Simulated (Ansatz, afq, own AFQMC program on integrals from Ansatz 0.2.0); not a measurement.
# Breaking Si1–H2 in SiH₂, singlet

```yaml
atoms:
  - { symbol: Si, position_ang: [-0.4939, 0.4712, -0.2148] }
  - { symbol: H, position_ang: [0.8452, 0.5822, 0.5255] }
  - { symbol: H, position_ang: [-0.3513, -1.0533, -0.3107] }
```

Products: SiH (doublet) and H (doublet), each relaxed with PBE0/def2-SVP like the molecule; electronic energies without zero-point terms. Determinants: RHF, UHF and UHF in that order.

Basis def2-TZVP. Noble-gas cores (and the filled d shells of Ga–Kr and In–Xe) are frozen. Ansatz 0.2.0 and our own AFQMC program on the same integrals; the CISD trial comes from CCSD amplitudes, and released means the phaseless constraint is let go. Uncertainties: one standard error, sampling alone. The errors of all members are added in quadrature.

No full CI on the walks' own integrals is used here; CCSDTQ serves as the reference and is uncertain by about the last step of the cluster series. Each member takes its own surest rung, up to full CI.

Errors are counted within def2-TZVP, not against nature.

Cautions: SiH₂ (singlet): restricted determinant unstable towards unrestricted (UHF 109 meV lower, ⟨S²⟩ 0.41), the released energies are still falling, so no released level is given (meV from the phaseless value at times in 1/Eh: -1.1 ± 1.6 at 0.24, -2.3 ± 1.3 at 0.51, -4.5 ± 1.5 at 0.99, -6.8 ± 1.2 at 1.62, -8.5 ± 1.8 at 2.40), though the last usable value meets CCSDTQ within the noise, the ph-AFQMC/CISD walk drifts between its halves (2.5 errors); SiH (doublet): the determinant is a saddle point among determinants of its kind.

Reference (CCSDTQ): 76.7 kcal/mol.

```
        level  bond energy (kcal/mol)  error against CCSDTQ (kcal/mol)
           HF                    57.8                            -19.0
          MP2                    74.0                             -2.7
         CCSD                    76.3                             -0.4
      CCSD(T)                    76.7                              0.0
        CCSDT                    76.7                              0.0
     CCSDT(Q)                    76.7                              0.0
ph-AFQMC/CISD             76.7 ± 0.06                       0.0 ± 0.06
```

Correlation beyond CCSD(T) changes it by less than 2 meV. The perturbative (T) step is worth +0.4 kcal/mol.

CCSDT and higher add their correlation energy to the determinant of the CCSD(T) run, since their own runs factorise the integrals more tightly (a shift of under 2 meV). A walk keeps the symmetry of its determinant, which the program's search chose and which needn't be the lowest solution, so a lower state of the same spin and another symmetry isn't excluded.
